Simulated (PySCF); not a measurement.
# Substituent chemical shifts

Parent skeleton `[CH2:1]=[CH:2][S-:3]`; one hydrogen on atom 1 is replaced by X. Hydrogens on one atom are averaged.

All values are calculated (PySCF 2.14.0 with density-fitted response routines): σ from GIAO-PBE0/pcSseg-1, coordinates at the PBE0-D3(BJ)/def2-SVP level. Rapidly exchanging positions averaged, no relativistic terms, single conformer, no solvent.

Scale: TMS for ¹³C (184.41 ppm) and ¹H (31.27 ppm); ³³S (495.66 ppm) vs CS2 (reference shieldings calculated alike).

Parent (X = H): C1 95.5, C2 173.4, S3 31.2, H(C1) 4.01, H(C2) 7.43 ppm. Effects are Δδ = δ(X) − δ(H), positive for deshielding.

Task: Give Δδ (ppm) for X = CH2NH2, N=CH2, CHF2.

Result: 
| X | SMILES | C1 | C2 | S3 | H(C1) | H(C2) |
| --- | --- | --- | --- | --- | --- | --- |
| CH2NH2 | NC/C=C/[S-] | +24.1 | -1.8 | -5.3 | +0.97 | +0.00 |
| N=CH2 | C=N/C=C\[S-] | +42.2 | +9.3 | +160.6 | +2.41 | +0.38 |
| CHF2 | FC(F)/C=C\[S-] | +16.6 | +4.7 | -1.5 | +0.75 | +0.37 |

Task: Which position responds most, and to which substituents?

Result: S3: from -5.3 ppm with CH2NH2 to +160.6 ppm with N=CH2.
